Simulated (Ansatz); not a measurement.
The inner images of a band of CH6OSi (9 atoms, charge 0, multiplicity 1) are given out of order.

The calculation used Ansatz 0.2.0, RKS PBE/cc-pVDZ.

Image 0:

```xyz
9
Properties=species:S:1:pos:R:3
Si 0.232 -0.079 0.203
H 0.413 0.037 1.702
H 1.535 0.157 -0.506
H -0.800 0.943 -0.227
O -0.238 -1.654 -0.242
C -1.444 -2.213 0.272
H -1.428 -2.300 1.383
H -2.341 -1.616 -0.016
H -1.555 -3.231 -0.154
```

Image 8:

```xyz
9
Properties=species:S:1:pos:R:3
Si 0.215 -0.313 -0.961
H 0.736 0.575 1.393
H 1.378 0.338 1.020
H -0.977 0.510 -0.332
O -0.305 -1.866 -0.493
C -1.443 -2.218 0.289
H -1.106 -2.660 1.253
H -2.090 -1.336 0.499
H -2.033 -2.988 -0.254
```

Q: Put them in order from the first end to the last, with their energies above the first end.
A.
```xyz
9
Properties=species:S:1:pos:R:3
Si 0.205 -0.112 -0.804
H 0.587 0.156 1.232
H 1.272 0.044 0.800
H -0.886 0.736 -0.052
O -0.354 -1.709 -0.570
C -1.402 -2.164 0.278
H -1.048 -2.248 1.332
H -2.284 -1.485 0.261
H -1.716 -3.173 -0.062
```
B.
```xyz
9
Properties=species:S:1:pos:R:3
Si 0.171 -0.203 -0.943
H 0.693 0.350 1.354
H 1.348 0.148 0.971
H -0.980 0.589 -0.209
O -0.337 -1.785 -0.565
C -1.418 -2.175 0.279
H -1.035 -2.405 1.298
H -2.190 -1.378 0.361
H -1.880 -3.097 -0.133
```
C.
```xyz
9
Properties=species:S:1:pos:R:3
Si 0.175 -0.094 0.113
H 0.090 -0.074 1.614
H 1.630 0.114 -0.189
H -0.743 0.996 -0.390
O -0.321 -1.622 -0.471
C -1.395 -2.196 0.281
H -1.098 -2.343 1.345
H -2.309 -1.555 0.267
H -1.655 -3.182 -0.154
```
D.
```xyz
9
Properties=species:S:1:pos:R:3
Si 0.234 -0.104 -0.473
H 0.364 0.070 1.237
H 1.400 0.047 0.520
H -0.848 0.887 -0.093
O -0.345 -1.705 -0.564
C -1.394 -2.182 0.279
H -1.052 -2.271 1.335
H -2.285 -1.513 0.260
H -1.699 -3.184 -0.086
```
E.
```xyz
9
Properties=species:S:1:pos:R:3
Si 0.190 -0.117 -0.227
H 0.257 0.011 1.321
H 1.551 0.065 0.320
H -0.856 0.941 -0.178
O -0.349 -1.693 -0.586
C -1.393 -2.185 0.272
H -1.040 -2.281 1.324
H -2.285 -1.516 0.271
H -1.701 -3.181 -0.102
```
F.
```xyz
9
Properties=species:S:1:pos:R:3
Si 0.207 -0.070 0.172
H 0.230 0.020 1.683
H 1.587 0.126 -0.391
H -0.735 0.993 -0.352
O -0.276 -1.628 -0.321
C -1.424 -2.217 0.286
H -1.268 -2.393 1.376
H -2.340 -1.592 0.165
H -1.606 -3.196 -0.202
```
G.
```xyz
9
Properties=species:S:1:pos:R:3
Si 0.165 -0.120 -0.022
H 0.157 -0.044 1.462
H 1.632 0.091 0.081
H -0.829 0.970 -0.301
O -0.341 -1.663 -0.565
C -1.390 -2.188 0.272
H -1.043 -2.292 1.324
H -2.288 -1.526 0.274
H -1.690 -3.183 -0.111
```

A: F (+0.9 kJ/mol), C (+8.3 kJ/mol), G (+59.1 kJ/mol), E (+167.7 kJ/mol), D (+232.1 kJ/mol), A (+175.0 kJ/mol), B (+168.8 kJ/mol).

Run time: 2.8 min on 1 thread of AMD EPYC 7R43 64-Core Processor (Zen 3), with other jobs on the host, peak memory 0.13 GiB.
